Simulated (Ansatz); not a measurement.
`[NH2][Mg][Cl]`, charge 0, multiplicity 1.

(1) Give a relaxed structure at PBE0-D4/def2-TZVP (Ansatz). (Best estimate.)

Answers

(1) The calculation gave: 
Cartesian coordinates in Å:
```
N -0.0444 0.8954 -0.3056
Mg 0.0443 -0.8759 0.2991
Cl 0.1476 -2.9400 1.0042
H -0.3630 1.6925 0.2240
H 0.2156 1.2280 -1.2217
```
Point group C2v.
